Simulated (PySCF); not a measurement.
Species: H4O2Si.
SMILES with atom numbers: `[OH:1][SiH2:2][OH:3]` (hydrogens: H4 on O1; H5, H6 on Si2; H7 on O3)

Computed, not measured: EOM-IP-CCSD/aug-cc-pVDZ in PySCF, restricted Hartree–Fock reference, 7 core orbitals frozen, non-relativistic, gas phase, PBE0-D3(BJ)/def2-SVP geometry.

Hartree–Fock orbital energies give these Koopmans values (eV): HOMO 12.28, HOMO-1 13.82, HOMO-2 14.40, HOMO-3 14.80, HOMO-4 15.72, HOMO-5 17.28, HOMO-6 19.08.

Q: What vertical ionisation energies does EOM-IP-CCSD give?

A: 
```
leading hole (HF orbital)  Koopmans (eV)  EOM-IP-CCSD (eV)  change (eV)  one-hole share
                     HOMO          12.28             11.34        -0.94            0.95
                   HOMO-1          13.82             12.29        -1.53            0.95
                   HOMO-2          14.40             12.82        -1.58            0.95
                   HOMO-3          14.80             13.21        -1.59            0.94
                   HOMO-4          15.72             14.26        -1.46            0.94
                   HOMO-5          17.28             15.96        -1.32            0.93
                   HOMO-6          19.08             17.69        -1.39            0.95
```

Q: Does the order of the lines follow the orbital energies?

A: Yes, no two lines change places. The corrections run from -1.59 to -0.94 eV, with a mean of -1.40 eV over the 7 lines; no line lies above its Koopmans value.

Q: At what kinetic energies would He I light (21.22 eV) eject these electrons?

A: 9.88 eV (HOMO), 8.93 eV (HOMO-1), 8.40 eV (HOMO-2), 8.01 eV (HOMO-3), 6.96 eV (HOMO-4), 5.26 eV (HOMO-5), 3.53 eV (HOMO-6).

Q: What total energy has the lowest final state, and which wavelength reaches it?

A: E(CCSD) + ionisation energy = -441.63283 + 0.41657 = -441.21626 Eh, at the geometry of the initial state. The threshold wavelength is 1239.84 eV nm/11.34 eV = 109.3 nm.

One root was sought for each valence orbital with −ε under 21 eV, eight at most, so deeper holes and satellites are missing; no vibrational structure.

Conformer computed: `[OH:1][SiH2:2][OH:3]`: H–O1–Si2–O3 -146°, H–O3–Si2–O1 54°.

One conformer stands for the species.
